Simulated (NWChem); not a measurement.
# B3LYP/def2-TZVPPD run of BF (SMILES [B]F)

What is the vertical electron affinity of BF at B3LYP/def2-TZVPPD? 

The results are computed with NWChem 7.3.0.

2 further runs of the same task are left out: 2 set aside as unsound or not needed. Runs told in other sessions of the task aren't counted.

## 1. Starting point

BF: 2 atoms, total charge 0, spin state singlet. As SMILES, `[B]F`. The shape is that of a PBE0-D4/def2-TZVP optimisation.

Bond lengths: B1–F2 1.263 Å.

## 2. Energy and forces at B3LYP/def2-TZVPPD

The input, mymol.nw:

```
start mymol
title "BF"
memory total 2200 mb
charge 0

geometry units angstrom noautosym nocenter noautoz
   B     0.000000    0.000000   -0.009350
   F     0.000000    0.000000    1.253740
end

basis spherical bse
   * library def2-TZVPPD
end

dft
   xc b3lyp
   mult 1
   grid xfine
   convergence energy 1e-08
   iterations 100
   mulliken
end

task dft gradient
```

Launch:

```console
$ nwchem mymol.nw > mymol.out
```

Log:

```text
[...]
          Wavefunction type:  closed shell.
          No. of atoms     :     2
          No. of electrons :    14
[...]
          Charge           :     0
          Spin multiplicity:     1
[...]
          AO basis - number of functions:    77
[...]
              XC Information
              --------------
                         B3LYP Method XC Potential
                     Hartree-Fock (Exact) Exchange  0.200
                        Slater Exchange Functional  0.800 local
                    Becke 1988 Exchange Functional  0.720 non-local
              Lee-Yang-Parr Correlation Functional  0.810
                  VWN I RPA Correlation Functional  0.190 local
[...]
 d= 0,ls=0.0,diis     1   -124.6803803321 -1.44D+02  8.19D-03  4.21D-01     2.4
[...]
 d= 0,ls=0.0,diis     7   -124.7212477707 -6.14D-09  7.28D-07  1.56D-09    11.2
         Total DFT energy =     -124.721247770715
      One electron energy =     -208.905610177155
           Coulomb energy =       79.779536926177
    Exchange-Corr. energy =      -14.448127361567
 Nuclear repulsion energy =       18.852952841829
[...]
      Total Density - Mulliken Population Analysis
     ---------------------------------------------
    Atom       Charge   Shell Charges
 -----------   ------   -------------------------------------------------------
    1 B    5     4.92   0.92  1.05  0.68  0.77  0.39  0.01  0.61  0.33  0.04  0.07  0.04  0.00  0.02
    2 F    9     9.08   0.77  1.20  0.63  0.96  0.32 -0.02  2.29  2.08  0.83  0.02  0.00  0.01  0.01  0.00
[...]
  wavefunction    = closed shell
                         DFT ENERGY GRADIENTS
    atom               coordinates                        gradient
                 x          y          z           x          y          z
   1 B       0.000000   0.000000  -0.017669   -0.000000  -0.000000   0.002313
   2 F       0.000000   0.000000   2.369225    0.000000   0.000000  -0.002313
[...]
```

It took 18 s on 1 thread of Intel Xeon Platinum 8259CL at 2.50GHz (Skylake/Cascade Lake), shared host; peak memory 0.12 GiB.

## 3. The doublet anion: a single-point energy at UB3LYP/def2-TZVPPD

The input, run.xyz:

```xyz
2

B      0.000000     0.000000    -0.009350
F      0.000000     0.000000     1.253740
```

The input, run.py:

```python
from ase.io import read
from ase.calculators.nwchem import NWChem

atoms = read('run.xyz')

calc = NWChem(
    label='run',
    theory='dft',
    memory='2200 mb',
    basis='def2-TZVPPD',
    basispar='spherical bse',
    charge=-1,
    dft={'xc': 'b3lyp', 'mult': '2', 'grid': 'xfine', 'convergence': 'energy 1e-08', 'iterations': '100', 'mulliken': None},
    task='energy',
)
atoms.calc = calc

print("Total energy (eV):", round(atoms.get_potential_energy(), 6))
```

Launch:

```console
$ export ASE_NWCHEM_COMMAND="nwchem PREFIX.nwi > PREFIX.nwo"
$ python run.py
```

Log:

```text
Total energy (eV): -3392.796171
```

The calculator wrote run.nwi:

```
title "run"

permanent_dir run

scratch_dir run

start run

geometry units angstrom nocenter noautosym noautoz
  B  0.0000000000000000e+00 0.0000000000000000e+00 -9.3500000000000007e-03
  F  0.0000000000000000e+00 0.0000000000000000e+00 1.2537400000000001e+00
end

charge -1

memory 2200 mb

basis spherical bse noprint
   * library def2-TZVPPD
end

dft
  xc b3lyp
  mult 2
  grid xfine
  convergence energy 1e-08
  iterations 100
  mulliken
end

task dft energy
```

run.nwo:

```text
Northwest Computational Chemistry Package (NWChem) 7.3.0
             --------------------------------------------------------

           Job information
           ---------------

    nwchem branch   = 7.3.0
    use scalapack   = T
    input           = run.nwi
    prefix          = run.
    data base       = run/run.db
    status          = startup
    nproc           =        1

           Memory information
           ------------------

    heap     =     72089594 doubles =      550.0 Mbytes
    stack    =     72089599 doubles =      550.0 Mbytes
    global   =    144179200 doubles =     1100.0 Mbytes (distinct from heap & stack)
    total    =    288358393 doubles =     2200.0 Mbytes
    verify   = yes
    hardfail = no

           Directory information
           ---------------------

  0 permanent = run
  0 scratch   = run

                                NWChem Input Module
                                -------------------

                                        run
                                        ---

 Scaling coordinates for geometry "geometry" by  1.889725989
 (inverse scale =  0.529177249)

                             Geometry "geometry" -> ""
                             -------------------------

 Output coordinates in angstroms (scale by  1.889725989 to convert to a.u.)

[... 13 lines left out ...]
            Nuclear Dipole moment (a.u.)
[... 38 lines left out ...]
  convergence criterion.
[... 16 lines left out ...]
          Convergence on density requested:  1.00D-05
[... 22 lines left out ...]
          Spatial weights used:  Erf1
[... 3 lines left out ...]
          Convergence aids based upon iterative change in
[... 92 lines left out ...]
         Total DFT energy =     -124.682960562639
[... 1 line left out ...]
           Coulomb energy =       83.753808309168
[... 1 line left out ...]
 Nuclear repulsion energy =       18.852952841829
[... 570 lines left out ...]
                     DFT Final Beta Molecular Orbital Analysis
[... 620 lines left out ...]
   alpha     51     52     53     54     55     56     57     58     59     60
    beta     51     53     52     55     54     56     58     57     59     60
 overlap   0.966  1.000  1.000  1.000  0.999  0.999  1.000  1.000  1.000  1.000

   alpha     61     62     63     64     65     66     67     68     69     70
    beta     61     62     63     65     64     67     66     68     69     70
 overlap   1.000  1.000  1.000  1.000  1.000  1.000  1.000  1.000  1.000  1.000

   alpha     71     72     73     74     75     76     77
    beta     72     71     74     73     75     76     77
 overlap   1.000  1.000  1.000  1.000  1.000  1.000  1.000

     --------------------------
     Expectation value of S2:
     --------------------------
      <S2> =      0.7542 (Exact =     0.7500)

 center of mass
 --------------
 x =   0.00000000 y =   0.00000000 z =   1.49351492

 moments of inertia (a.u.)
 ------------------
          39.710973987056           0.000000000000           0.000000000000
           0.000000000000          39.710973987056           0.000000000000
           0.000000000000           0.000000000000           0.000000000000

     Multipole analysis of the density
     ---------------------------------

     L   x y z        total         alpha         beta         nuclear
     -   - - -        -----         -----         ----         -------
     0   0 0 0     -1.000000     -8.000000     -7.000000     14.000000

     1   1 0 0      0.000001      0.000000      0.000001      0.000000
[... 8 lines of this table left out ...]
     2   0 0 2    -14.519505    -33.838071    -31.202041     50.520607

 Task  times  cpu:       89.2s     wall:       89.2s
 Total times  cpu:       89.2s     wall:       89.2s
```

Wall time 92 s (1 thread of Intel Xeon Platinum 8259CL at 2.50GHz (Skylake/Cascade Lake), shared host); peak memory 0.11 GiB.

## 4. What came out

Level: B3LYP/def2-TZVPPD.

| quantity | value |
| --- | --- |
| singlet BF: total energy | -124.72125 Eh |
| singlet BF: dipole moment | 0.97 D |
| singlet BF: HOMO energy | -7.85 eV |
| singlet BF: LUMO energy | -1.35 eV |
| singlet BF: HOMO–LUMO gap | 6.50 eV |
| singlet BF: largest force on an atom | 0.119 eV/Å |
| doublet anion: total energy | -124.68296 Eh |
| doublet anion: HOMO energy (highest over α and β) | 3.30 eV |
| doublet anion: LUMO energy (lowest over α and β) | 4.19 eV |
| doublet anion: ⟨S²⟩ | 0.754 |
| vertical electron affinity (to the doublet anion) | -1.042 eV |

The anion lies 1.04 eV (24 kcal/mol) above the neutral: the electron isn't bound at this level, and such a value depends on the basis. The HOMO (doublet anion) lies at positive energy, 3.30 eV, from the functional's self-interaction, a short basis or an electron that isn't bound; only total energies against the neutral tell.
